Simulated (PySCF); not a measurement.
# Two structures, one formula

The two ends of one reaction step of CH7AlO, closed shell (PBE0-D4/def2-TZVP).

A:

```xyz
10
angstrom
Al -1.0086 0.0629 -0.7745
H 0.8367 0.9418 -2.0267
H -0.6140 -1.2008 -1.6488
H -2.0713 1.1487 -1.1987
H 0.5623 1.5934 -1.7673
O -0.3825 0.2017 0.7891
C 0.5464 -0.5424 1.5185
H 0.1063 -0.8694 2.4666
H 1.4254 0.0690 1.7516
H 0.8898 -1.4360 0.9800
```

B:

Al1  (-0.957, -0.168, -1.266)
H2  (-0.574, 0.751, -2.519)
H3  (-0.414, -1.678, -1.272)
H4  (-2.308, 0.103, -0.459)
H5  (1.173, 0.887, -0.440)
O6  (0.350, 0.643, -0.004)
C7  (0.604, -0.002, 1.251)
H8  (-0.370, -0.185, 1.701)
H9  (1.185, 0.662, 1.892)
H10  (1.121, -0.950, 1.098)
(Å)

Computed with PySCF 2.14 with density fitting (its default auxiliary sets; JK sets also for MP2 and CCSD(T)) (basis: def2-TZVPP); correlated methods freeze the cores. B3LYP uses VWN-RPA correlation.

(1) Which structure is lower at CCSD(T), and by how much? (An estimate is asked for; the value comes from the calculation.)

No T1 diagnostic of these runs exceeds 0.012.

Answers

(1) By the calculation: A, by 0.241 eV (electronic energy, against the other). By their contacts, A is a complex of CH₅AlO ([CH3][O][AlH2]) + H₂ and B is CH₇AlO ([CH3][OH][AlH3]).

All methods give the same order:

| method | E(B) − E(A) (eV) |
| --- | --- |
| SPW92 | 0.171 |
| PBE-D4 | 0.303 |
| r2SCAN-D4 | 0.288 |
| PBE0-D4 | 0.222 |
| B3LYP-D4 | 0.319 |
| BHLYP-D4 | 0.235 |
| wB97M-V | 0.257 |
| HF | 0.168 |
| MP2 | 0.319 |
| CCSD | 0.222 |
| CCSD(T) | 0.241 |

Labels in which every atom is bracketed show which atoms are joined, not bond orders.

For scale, one of the runs: CCSD(T)/def2-TZVPP, 202 basis functions, launched by `OMP_NUM_THREADS=4 python run.py`. The run took 5.7 min on 4 CPU threads of an Arm Neoverse V1 (shared host), with 2.3 GiB of host memory at its peak.
